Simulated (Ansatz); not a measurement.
Barrier from H (doublet) + C2H4 (SMILES C=C) to the saddle point below; all geometries are those of the NHTBH38 set.
```
C
C 1 1.3446
H 2 1.0809 1 121.40
H 2 1.0809 3 117.15 1 -177.22
H 1 1.0809 2 121.25 3 6.58
H 1 1.0809 5 116.76 2 -170.17
H 1 1.9805 5 85.66 6 -82.92
```
Charge 0, spin multiplicity 2.

Total energies in hartree (Ansatz, a quantum-chemistry and plane-wave program). Open shells are spin-unrestricted; no spin-orbit coupling. Cores are frozen in correlated methods. No relativity. For partners of very few electrons the exact lower level stands in for a higher one. The UHF reference of C2H5 (saddle point or complex, doublet) is spin-contaminated (<S^2> up to 0.20 over the pure value in the sets run).

| species | HF/aug-cc-pVTZ | CCSD(T)/aug-cc-pVTZ | HF/aug-cc-pVQZ | CCSD(T)/aug-cc-pVQZ | CCSD(T)/aug-cc-pVDZ | CCSDT(Q)/aug-cc-pVDZ |
|---|---|---|---|---|---|---|
| 1: H (doublet) | -0.49982 | -0.49982 | -0.49995 | -0.49995 | -0.49933 | -0.49933 |
| 2: C2H4 (ethene, SMILES C=C) | -78.06477 | -78.44370 | -78.06946 | -78.46357 | -78.36842 | -78.36971 |
| 3: C2H5 (complex or saddle point, doublet) | -78.55818 | -78.94006 | -78.56297 | -78.96001 | -78.86385 | -78.86577 |

**Question.** Work out the barrier height (electronic, no zero-point energy) in kcal/mol: take Hartree-Fock from aug-cc-pVQZ, extrapolate the CCSD(T) correlation energy as X^-3 (X = 3, 4), and add CCSDT(Q) - CCSD(T) in aug-cc-pVDZ. 1 hartree = 627.51 kcal/mol.

**Answer.** 
Species 1: correlation (64·(0.00000) - 27·(0.00000))/37 = 0.00000; step +0.00000; E1 = -0.49995 + (0.00000) + (+0.00000) = -0.49995
Species 2: correlation (64·(-0.39411) - 27·(-0.37893))/37 = -0.40519; step -0.00129; E2 = -78.06946 + (-0.40519) + (-0.00129) = -78.47594
Species 3: correlation (64·(-0.39704) - 27·(-0.38188))/37 = -0.40810; step -0.00192; E3 = -78.56297 + (-0.40810) + (-0.00192) = -78.97299
-1·E1 -1·E2 +1·E3 = 0.00290 hartree = 1.8 kcal/mol. Published benchmark value: 1.7 kcal/mol (Zhao et al., NHTBH38), a best estimate, not a measurement. The composite differs from it by +0.1 kcal/mol; core, relativistic and spin-orbit terms are not in it.
